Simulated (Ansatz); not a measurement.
# One shape, several levels: C4H10S (methyl propyl sulfide)

Wanted: a comparison of 6 runs (B2PLYP/6-31G*, B3LYP/6-31G*, PBE0/6-31G*, r2SCAN0/6-31G*, wB97X/6-31G*) of C4H10S (methyl propyl sulfide). 

The results are computed with Ansatz 0.2.0.

53 further runs of the same task are left out: 53 set aside as unsound or not needed. Runs told in other sessions of the task aren't counted.

## Step 1: The structure to begin with

C4H10S has 15 atoms, charge 0, and is taken as a singlet. SMILES: `CCCSC`. The C5–H13 distance was set to 1.966 Å, away from the relaxed value. At this shape a bond of the SMILES string is far longer than usual.

Bond lengths: C1–C2 1.517 Å, C2–C3 1.521 Å, C3–S4 1.806 Å, S4–C5 1.796 Å, C1–H6 1.094 Å, C1–H7 1.092 Å, C1–H8 1.092 Å, C2–H9 1.096 Å, C2–H10 1.095 Å, C3–H11 1.094 Å, C3–H12 1.094 Å, C5–H14 1.090 Å, C5–H15 1.091 Å. Some angles: C1–C2–C3 113.7°, C2–C3–S4 115.7°, C3–S4–C5 100.4°, C1–C2–H9 109.8°, C1–C2–H10 110.0°, C3–C2–H9 107.7°, C3–C2–H10 109.5°, C2–C1–H6 111.0°, C2–C1–H7 111.2°, C2–C1–H8 110.9°.

## Step 2: The energy at B2PLYP/6-31G(d) (spherical functions) (run 1)

The input, in.yaml:

```yaml
crystal:
  periodic: [false, false, false]
  atoms:
    - {symbol: C, position_ang: [-1.558983, -0.202238, 2.125639]}
    - {symbol: C, position_ang: [-0.328083, 0.097052, 1.290319]}
    - {symbol: C, position_ang: [-0.076343, -0.919468, 0.187049]}
    - {symbol: S, position_ang: [-1.353133, -1.024998, -1.086381]}
    - {symbol: C, position_ang: [-1.114953, 0.550452, -1.916201]}
    - {symbol: H, position_ang: [-1.467883, -1.172258, 2.623029]}
    - {symbol: H, position_ang: [-1.706573, 0.555732, 2.897779]}
    - {symbol: H, position_ang: [-2.454523, -0.233658, 1.501639]}
    - {symbol: H, position_ang: [0.560427, 0.119672, 1.932139]}
    - {symbol: H, position_ang: [-0.405813, 1.098172, 0.853959]}
    - {symbol: H, position_ang: [0.881697, -0.729958, -0.305981]}
    - {symbol: H, position_ang: [-0.025563, -1.928278, 0.607839]}
    - {symbol: H, position_ang: [0.728890, 0.727910, -2.574320]}
    - {symbol: H, position_ang: [-1.792673, 0.562002, -2.770411]}
    - {symbol: H, position_ang: [-1.358973, 1.395742, -1.271261]}
basis:
  gaussian: {orbitals: 6-31G_st_-spherical.json}
correlation: {frozen_orbitals: {C: 1, H: 0, S: 5}}
output: {orbitals: {seedname: orbitals}}
accuracy: high
hamiltonian: {xc: {name: B2PLYP}}
```

The basis set 6-31G* is read from a file made from the Basis Set Exchange's data (not shown).

Started as:

```sh
ansatz run in.yaml --threads 1 --pin off --max-ram 3480MiB --events-out events.jsonl --progress --plain --runs-dir runs
```

Log:

```text
Warning: RAYON_NUM_THREADS=1 ignored (pool sized by the plan → 1); use --threads N
Functional definition: B2PLYP
  name "B2PLYP"
  parameter a = 0.53
  parameter c = 0.27
  exchange = (1 - a)*b88_x + a*exact_x
  correlation = (1 - c)*lyp_c + c*(mp2_os + mp2_ss)
2415 factors; integrals over basis functions are off by at most 3.7e-9 eV
mean field evaluation 1: about -15123.4088 eV, gradient 3.7e1 eV
mean field evaluation 2: about -15123.3974 eV, gradient 3.7e1 eV
mean field evaluation 4: about -15127.0053 eV, gradient 4.0e0 eV
mean field evaluation 8: about -15127.0547 eV, gradient 1.1e-1 eV
mean field evaluation 16: about -15127.0547 eV, gradient 1.2e-5 eV
mean field -15127.05471847 eV, -555.9090074178 hartree, gradient 3.6e-8 eV, S^2 0.000000; 0 other end points of the search recorded, 0 dependent functions left out; unrestricted orbitals would lower it
9 core orbitals not correlated: weight in the atoms' cores, before any rotation towards them, 1.000 or more for the frozen orbitals, at most 0.000 for the correlated occupied ones
reference -15127.05474465 eV, -555.9090083798 hartree; 16, 16 occupied and 69, 69 virtual orbitals, 2415 factors
second order -22.36731049 eV of doubles, -0.00000000 eV of singles
Total energy: -15133.09391848 eV, -556.1309439246 hartree
```

It took 9.3 s on 1 thread of Intel Xeon 6975P-C (Granite Rapids), shared host; peak memory 0.39 GiB.

## Step 3: The energy at B3LYP/6-31G(d) (spherical functions) (run 2)

The input, job.yaml:

```yaml
crystal:
  periodic: [false, false, false]
  atoms:
    - symbol: C
      position_ang: [-1.558983, -0.202238, 2.125639]
    - symbol: C
      position_ang: [-0.328083, 0.097052, 1.290319]
    - symbol: C
      position_ang: [-0.076343, -0.919468, 0.187049]
    - symbol: S
      position_ang: [-1.353133, -1.024998, -1.086381]
    - symbol: C
      position_ang: [-1.114953, 0.550452, -1.916201]
    - symbol: H
      position_ang: [-1.467883, -1.172258, 2.623029]
    - symbol: H
      position_ang: [-1.706573, 0.555732, 2.897779]
    - symbol: H
      position_ang: [-2.454523, -0.233658, 1.501639]
    - symbol: H
      position_ang: [0.560427, 0.119672, 1.932139]
    - symbol: H
      position_ang: [-0.405813, 1.098172, 0.853959]
    - symbol: H
      position_ang: [0.881697, -0.729958, -0.305981]
    - symbol: H
      position_ang: [-0.025563, -1.928278, 0.607839]
    - symbol: H
      position_ang: [0.728890, 0.727910, -2.574320]
    - symbol: H
      position_ang: [-1.792673, 0.562002, -2.770411]
    - symbol: H
      position_ang: [-1.358973, 1.395742, -1.271261]
basis:
  gaussian: {orbitals: 6-31G_st_-spherical.json}
accuracy: high
hamiltonian: {xc: {name: B3LYP}}
output: {orbitals: {seedname: orbitals}}
```

The basis set 6-31G* is read from a file made from the Basis Set Exchange's data (not shown).

Started as:

```sh
ansatz run job.yaml --threads 1 --pin off --max-ram 3480MiB --events-out events.jsonl --progress --plain --runs-dir runs
```

Log:

```text
Warning: RAYON_NUM_THREADS=1 ignored (pool sized by the plan → 1); use --threads N
Functional definition: B3LYP
  name "B3LYP"
  parameter a0 = 0.2
  parameter ax = 0.72
  parameter ac = 0.81
  exchange = (1 - a0 - ax)*slater_x + ax*b88_x + a0*exact_x
  correlation = (1 - ac)*vwn_rpa_c + ac*lyp_c
2415 factors; integrals over basis functions are off by at most 3.7e-9 eV
mean field evaluation 1: about -15134.7602 eV, gradient 5.7e1 eV
mean field evaluation 2: about -15126.4151 eV, gradient 7.6e1 eV
mean field evaluation 4: about -15143.2124 eV, gradient 5.6e0 eV
mean field evaluation 8: about -15143.6016 eV, gradient 4.9e-1 eV
mean field evaluation 16: about -15143.6023 eV, gradient 1.8e-4 eV
mean field -15143.60226726 eV, -556.5171186195 hartree, gradient 3.9e-8 eV, S^2 0.000000; 0 other end points of the search recorded, 0 dependent functions left out
reference -15143.60230850 eV, -556.5171201351 hartree; 25, 25 occupied and 69, 69 virtual orbitals, 2415 factors
Total energy: -15143.60230850 eV, -556.5171201351 hartree
```

Run time: 9 s. Hardware: 1 thread of Intel Xeon 6975P-C (Granite Rapids), shared host; peak memory 0.39 GiB.

## Step 4: A single-point energy at PBE0/6-31G(d) (spherical functions) (run 3)

The input, run.yaml:

```yaml
basis:
  gaussian: {orbitals: 6-31G_st_-spherical.json}
crystal:
  periodic: [false, false, false]
  atoms:
    - symbol: C
      position_ang: [-1.558983, -0.202238, 2.125639]
    - symbol: C
      position_ang: [-0.328083, 0.097052, 1.290319]
    - symbol: C
      position_ang: [-0.076343, -0.919468, 0.187049]
    - symbol: S
      position_ang: [-1.353133, -1.024998, -1.086381]
    - symbol: C
      position_ang: [-1.114953, 0.550452, -1.916201]
    - symbol: H
      position_ang: [-1.467883, -1.172258, 2.623029]
    - symbol: H
      position_ang: [-1.706573, 0.555732, 2.897779]
    - symbol: H
      position_ang: [-2.454523, -0.233658, 1.501639]
    - symbol: H
      position_ang: [0.560427, 0.119672, 1.932139]
    - symbol: H
      position_ang: [-0.405813, 1.098172, 0.853959]
    - symbol: H
      position_ang: [0.881697, -0.729958, -0.305981]
    - symbol: H
      position_ang: [-0.025563, -1.928278, 0.607839]
    - symbol: H
      position_ang: [0.728890, 0.727910, -2.574320]
    - symbol: H
      position_ang: [-1.792673, 0.562002, -2.770411]
    - symbol: H
      position_ang: [-1.358973, 1.395742, -1.271261]
hamiltonian: {xc: {name: PBE0}}
accuracy: high
output: {orbitals: {seedname: orbitals}}
```

The basis set 6-31G* is read from a file made from the Basis Set Exchange's data (not shown).

Started as:

```sh
ansatz run run.yaml --threads 1 --pin off --max-ram 3480MiB --events-out events.jsonl --progress --plain --runs-dir runs
```

Log:

```text
Warning: RAYON_NUM_THREADS=1 ignored (pool sized by the plan → 1); use --threads N
Functional definition: PBE0
  name "PBE0"
  parameter a = 0.25
  parameter kappa = 0.804
  parameter beta = 0.06672455060314922
  exchange = (1 - a)*pbe_x(kappa = kappa, mu = beta*pi^2/3) + a*exact_x
  correlation = pbe_c(beta = beta)
2415 factors; integrals over basis functions are off by at most 3.7e-9 eV
mean field evaluation 1: about -15126.7148 eV, gradient 5.1e1 eV
mean field evaluation 2: about -15121.7905 eV, gradient 6.3e1 eV
mean field evaluation 4: about -15133.3656 eV, gradient 4.0e0 eV
mean field evaluation 8: about -15133.7810 eV, gradient 3.7e-1 eV
mean field evaluation 16: about -15133.7814 eV, gradient 5.7e-5 eV
mean field -15133.78138338 eV, -556.1562077936 hartree, gradient 6.8e-8 eV, S^2 0.000000; 0 other end points of the search recorded, 0 dependent functions left out
reference -15133.78138554 eV, -556.1562078731 hartree; 25, 25 occupied and 69, 69 virtual orbitals, 2415 factors
Total energy: -15133.78138554 eV, -556.1562078731 hartree
```

It took 8.4 s on 1 thread of Intel Xeon 6975P-C (Granite Rapids), shared host; peak memory 0.39 GiB.

Runs 4 to 5 aren't shown in full; the table further down has their settings and results.

## Step 5: The energy at B3LYP/6-31G(d) (Cartesian functions) (run 6)

The input, input.yaml:

```yaml
crystal:
  periodic: [false, false, false]
  atoms:
    - symbol: C
      position_ang: [-1.558983, -0.202238, 2.125639]
    - symbol: C
      position_ang: [-0.328083, 0.097052, 1.290319]
    - symbol: C
      position_ang: [-0.076343, -0.919468, 0.187049]
    - symbol: S
      position_ang: [-1.353133, -1.024998, -1.086381]
    - symbol: C
      position_ang: [-1.114953, 0.550452, -1.916201]
    - symbol: H
      position_ang: [-1.467883, -1.172258, 2.623029]
    - symbol: H
      position_ang: [-1.706573, 0.555732, 2.897779]
    - symbol: H
      position_ang: [-2.454523, -0.233658, 1.501639]
    - symbol: H
      position_ang: [0.560427, 0.119672, 1.932139]
    - symbol: H
      position_ang: [-0.405813, 1.098172, 0.853959]
    - symbol: H
      position_ang: [0.881697, -0.729958, -0.305981]
    - symbol: H
      position_ang: [-0.025563, -1.928278, 0.607839]
    - symbol: H
      position_ang: [0.728890, 0.727910, -2.574320]
    - symbol: H
      position_ang: [-1.792673, 0.562002, -2.770411]
    - symbol: H
      position_ang: [-1.358973, 1.395742, -1.271261]
basis:
  gaussian: {orbitals: "6-31G*"}
hamiltonian: {xc: {name: B3LYP}}
accuracy: high
output: {orbitals: {seedname: orbitals}}
```

Started as:

```sh
ansatz run input.yaml --threads 1 --pin off --max-ram 3480MiB --events-out events.jsonl --progress --plain --runs-dir runs
```

Log, cut to the lines that bear on the results:

```text
Warning: RAYON_NUM_THREADS=1 ignored (pool sized by the plan → 1); use --threads N
[... 7 set-up lines as earlier in the session ...]
2445 factors; integrals over basis functions are off by at most 3.7e-9 eV
mean field evaluation 1: about -15134.9613 eV, gradient 5.8e1 eV
mean field evaluation 2: about -15126.5348 eV, gradient 7.7e1 eV
mean field evaluation 4: about -15143.4402 eV, gradient 5.8e0 eV
mean field evaluation 8: about -15143.7555 eV, gradient 1.6e-1 eV
mean field evaluation 16: about -15143.7555 eV, gradient 1.3e-4 eV
mean field -15143.75554824 eV, -556.5227515917 hartree, gradient 3.1e-8 eV, S^2 0.000000; 0 other end points of the search recorded, 0 dependent functions left out
reference -15143.75558951 eV, -556.5227531084 hartree; 25, 25 occupied and 74, 74 virtual orbitals, 2445 factors
Total energy: -15143.75558951 eV, -556.5227531084 hartree
```

Run time: 7.8 s. Hardware: 1 thread of Intel Xeon 6975P-C (Granite Rapids), shared host; peak memory 0.41 GiB.

## Step 6: The series

| run | level | frozen core orbitals | Cartesian functions | energy (Eh) | HOMO energy (eV) | LUMO energy (eV) | HOMO–LUMO gap (eV) | wall time |
| --- | --- | --- | --- | --- | --- | --- | --- | --- |
| 1 | B2PLYP/6-31G* (spherical functions) | 9 | no | -556.130944 | -7.20 | -0.12 | 7.08 | 9.3 s |
| 2 | B3LYP/6-31G* (spherical functions) | – | no | -556.517120 | -6.07 | -1.64 | 4.44 | 9 s |
| 3 | PBE0/6-31G* (spherical functions) | – | no | -556.156208 | -6.29 | -1.43 | 4.86 | 8.4 s |
| 4 | r2SCAN0/6-31G* (spherical functions) | – | no | -556.342187 | -6.45 | -1.42 | 5.03 | 11 s |
| 5 | wB97X/6-31G* (spherical functions) | – | no | -556.443859 | -8.54 | 0.66 | 9.20 | 25 s |
| 6 | B3LYP/6-31G* (Cartesian functions) | – | yes | -556.522753 | -6.07 | -1.64 | 4.43 | 7.8 s |

## Step 7: Summary of results

```
            quantity          value
 run 6: total energy  -556.52275 Eh
  run 6: HOMO energy       -6.07 eV
  run 6: LUMO energy       -1.64 eV
run 6: HOMO–LUMO gap        4.43 eV
```

What this shows: The HOMO–LUMO gap runs from 4.43 eV (B3LYP/6-31G*) to 9.20 eV (wB97X/6-31G*). Totals of different functionals can't be ranked against each other. In run 1 the log says that unrestricted orbitals would lower the reference, so the values rest on an unstable closed-shell determinant (other closed-shell runs at this shape may share the fault). In all runs a closed-shell determinant meets a far-stretched bond; if it breaks into open shells, such a determinant describes it badly, and no broken-symmetry solution was shown. All runs together took 71 s, the longest 25 s.
